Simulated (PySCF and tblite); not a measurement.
Results of a calculation; reference values are marked as such.
C4H5NO, numbered as in [N:1]#[C:2][CH2:3][CH2:4][CH:5]=[O:6].

Geometries PBE0-D3(BJ)/def2-SVP; weights from PBE0-D3(BJ)/def2-TZVP energies and GFN2-xTB thermal corrections, with symmetry numbers and mirror pairs. Conformers within 4 kcal/mol (GFN2-xTB free energy) were kept, 7 at most. Couplings: B3LYP/pcSseg-1 with pcJ-1 on H (gas phase; spin-dipole term only for pairs with B, N, F, Si or P). Couplings are for ¹H; a prime marks the second kind of pair between the same two sets of atoms. Programs: PySCF with density fitting and tblite.

Torsions listed: C2–C3–C4–C5, C3–C4–C5–O6. Of a mirror pair one member is shown.

```json
{"conformer": "1", "shape": "180°, 0°", "weight %": "74.6"}
{"conformer": "2", "shape": "73°, 6°", "weight %": "20.7"}
{"conformer": "3", "shape": "-63°, -137°", "weight %": "2.0"}
{"conformer": "4", "shape": "176°, 142°", "weight %": "1.4"}
{"conformer": "5", "shape": "64°, -156°", "weight %": "1.3"}
```

Question: Give the couplings in each conformer and the averages at 298.15 K (pairs that fast motion interchanges averaged).

Answer: 
```
  coupling  pairs      1      2      3      4  average (Hz)
 ²J(H3,H3)      1  -20.7  -18.7  -19.9  -19.0         -20.2
 ³J(H3,H4)      2   15.0    1.9    4.4   16.5          12.1
³J(H3,H4′)      2    4.0   10.7   10.7    4.5           5.5
 ⁴J(H3,H5)      2   -0.9    0.0   -0.5    0.0          -0.7
 ²J(H4,H4)      1  -23.3  -22.5  -17.4  -18.2         -23.0
 ³J(H4,H5)      2    0.3    0.3    3.3    3.1           0.4
```
